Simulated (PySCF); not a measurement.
**How far each method lies from full CI for NH₄⁺, singlet**

Geometry: a point of a stretch scan, not a stationary point.

```csv
atom,x (Å),y (Å),z (Å)
N,0.0409,-0.0410,0.0413
H,0.6313,0.5513,0.6315
H,-0.5520,-0.6292,0.6330
H,-1.2803,1.2816,-1.2917
H,0.6325,-0.6346,-0.5464
```

Basis 6-31G; PySCF 2.14.0. Only valence electrons are correlated (noble-gas cores frozen), which leaves 8 electrons in 16 orbitals. R marks a restricted (for open shells ROHF) determinant, U an unrestricted one.

Full CI is exact within this basis and frozen core; it isn't the basis-set limit. The frozen core follows each run's orbitals, which can shift R against U totals by a few meV.

Unrestricted rows (U) aren't spin-pure: their determinants' ⟨S²⟩ exceeds S(S+1) by up to 0.86, so they mix in states of higher spin.

RHF is unstable: UHF (⟨S²⟩ = 0.86) lies 1.41 eV below the lowest RHF solution. Higher spins weren't run at this geometry and may lie near or lower.

```
UHF ⟨S²⟩                          : 0.859
T1 diagnostic (ROHF- or RHF-based CCSD)             : 0.0705
largest doubles amplitude (ROHF- or RHF-based CCSD) : 0.369
```

```tsv
level	E − E(full CI) (kJ/mol)	share of correlation (%)	wall time
RHF	478.7	0.00	–
UHF	342.3	28.49	–
RMP2	89.3	81.35	–
UMP2	96.0	79.95	–
RCCSD	16.6	96.54	–
UCCSD	17.7	96.31	–
RCCSD(T)	-3.1	100.64	0.28 s
UCCSD(T)	7.5	98.42	0.4 s
RCCSDT	1.5	99.68	–
UCCSDT	1.6	99.66	5.7 s
RCCSDT(Q)	-0.3	100.06	1.6 s
```

The correlation energy at full CI, counted from RHF, is -4.961 eV. Full CI, over all symmetries tried, took 6.9 min on 1 thread of Arm Neoverse N1, shared host; the state has 1,656,848 determinants.

Times are those of the correlated step on a shared host, with one SCF added for the restricted CCSD run; they ran on 1 thread of Arm Neoverse N1.

More than 5 meV below full CI, which no variational method can be: RCCSD(T).

The full-CI state has the irrep A' of Cs, in the program's axes (one component, if the state is degenerate).

Natural occupations of full CI about the gap: 1.981 1.968 1.968 1.717 0.278 0.026 0.026 0.020 0.005 0.004; effectively unpaired electrons, Σ n²(2−n)², 0.48.
